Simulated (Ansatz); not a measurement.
## CH5N, singlet: the ladder up to RCCSDTQ

Geometry: MP2(full)/6-31G*, from the G2/97 set.

```xyz
7

C     0.0302    0.7392    0.0000
N     0.0302   -0.7249    0.0000
H    -0.9632    1.2110    0.0000
H    -0.4797   -1.0647    0.8124
H    -0.4797   -1.0647   -0.8124
H     0.5713    1.0915    0.8807
H     0.5713    1.0915   -0.8807
```

Basis 6-31G* (Cartesian d functions); Ansatz 0.2.0. Correlated methods freeze the noble-gas cores, which leaves 14 electrons in 38 orbitals. R marks a restricted (for open shells ROHF) determinant. Active spaces: valence = (14e, 13o) chosen from the atoms' valence shells.

Full CI isn't at hand for all of this; RCCSDTQ serves as the reference, and is uncertain by about the last step of the cluster series.

- UHF ⟨S²⟩: 0.000
- T1 diagnostic (RCCSD): 0.0072
- largest doubles amplitude (RCCSD): 0.031

```csv
level,E − E(RCCSDTQ) (mEh),share of correlation (%),wall time
RHF,333.05,0.00,–
RMP2,35.64,89.30,–
CISD,33.44,89.96,0.89 s
RCCSD,7.88,97.63,–
RCCSD(T),0.97,99.71,0.45 s
BCCD(T),0.96,99.71,0.54 s
RCCSDT,0.49,99.85,–
RCCSDT(Q),-0.04,100.01,7 s
CASSCF (valence space),189.97,42.96,–
NEVPT2 (valence space),35.92,89.22,8.5 s (H100)
MRCISD (valence space),10.71,96.79,–
MRCISD+Q (valence space),0.87,99.74,16 s (H100)
```

The correlation energy at RCCSDTQ, counted from RHF, is -9.063 eV. That run took 12 s on 5 threads of AMD EPYC 7R13 with a whole H100 80 GB, shared host.

Times hold each run's SCF and search for its determinant on a shared host, so for small cases they say little of a method's own cost; rows without a card ran on 1 thread of AMD EPYC 7R13.

Natural occupations of CASSCF (valence space) about the gap: 1.980 1.978 1.977 1.976 1.973 0.027 0.023 0.023 0.021 0.021; effectively unpaired electrons, Σ n²(2−n)², 0.02.

Atomization energy (electronic, same basis, no zero-point term; atoms at the same level, unrestricted beside the R rows where the molecule is a closed shell, with restricted open-shell steps beyond CCSDT(Q)) at RCCSDTQ: 2163.4 kJ/mol. Errors of other levels:

| level | error (kJ/mol) |
| --- | --- |
| RHF | -452.5 |
| RMP2 | 3.6 |
| CISD | -79.2 |
| RCCSD | -15.3 |
| RCCSD(T) | -1.4 |
| BCCD(T) | -0.8 |
| RCCSDT | -1.2 |
| RCCSDT(Q) | 0.1 |
| CASSCF (valence space) | -108.1 |
| NEVPT2 (valence space) | -12.9 |
| MRCISD (valence space) | -21.7 |
| MRCISD+Q (valence space) | -6.8 |

This basis is far from its limit, so the value isn't to be set against a measured one. Truncated CI isn't size-consistent, which counts against it in atomization.
